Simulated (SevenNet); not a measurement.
Ga2O3 (C2/m, No. 12) was calculated with the machine-learned potential SevenNet-l3i5 (trained on PBE and PBE+U data).

A third-order Birch–Murnaghan fit to the energies gives V0 = 10.957 Å³/atom, B0 = 154 GPa, B′ = 4.0.

```tsv
V (Å³/atom)	P (GPa)
10.300	10.79
10.465	7.78
10.629	4.99
10.793	___
10.958	0.00
11.122	___
11.286	-4.29
11.451	-6.21
11.615	___
```

### Question
Estimate the withheld pressures from this fit; the answers are the runs' own values.

### Answer

- 10.793, P (GPa): 2.40
- 11.122, P (GPa): -2.23
- 11.615, P (GPa): -7.97

The formula P = (3/2) B0 (x^(7/3) − x^(5/3)) [1 + (3/4)(B′ − 4)(x^(2/3) − 1)] with x = V0/V meets the computed pressures within 0.03 GPa when these rounded values are put in.

Shape and atoms are relaxed at each volume.

Measured, for comparison: bulk modulus 184 GPa (room temperature, no zero-point or thermal correction, B' = 4, our sources range from 184 to 199; as tabulated in Lion et al. (2021), arXiv:2112.01843). Computed (rounded) less measured: bulk modulus -16 % (-16 % to -23 % over the range).

A machine-learned potential is trained on density-functional data: it inherits that level's misses and adds fitting errors of its own.

Note: the relaxation could not lower the start's symmetry, so the cell can be a saddle point above a distorted one.

Computed values are for the static lattice.
